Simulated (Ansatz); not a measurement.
A relaxed structure of Cu. Space group Fm-3m (No. 225), fcc (Cu type). Calculation: PBEsol (plane waves to 420 eV, PAW, scalar-relativistic; Ansatz, a program for electronic structure).

```xyz
1
Lattice="0.0000 1.7818 1.7818 1.7818 0.0000 1.7818 1.7818 1.7818 0.0000" Properties=species:S:1:pos:R:3 pbc="T T T"
Cu     1.7818     1.7818     1.7818
```

For Cu, the volume per atom is 11.31 Å³ and the band gap is zero (metallic). The shortest distances is Cu–Cu 2.52 Å. The k-mesh is 22×22×22.

No spin polarisation in the result.

Measured for Cu: a 3.595 Å (static lattice; corrected from measurement; as listed in Gábor I. Csonka et al., Physical Review B (2009)). Computed minus measured — a: PBEsol -0.9 %. The computed values are for a static lattice.

It was reached from a disturbed copy of a I4₁/amd (No. 141) cell (AFLOW prototype A_tI4_141_a (A5, as in Sn)), against which it lies -0.37 eV/atom.
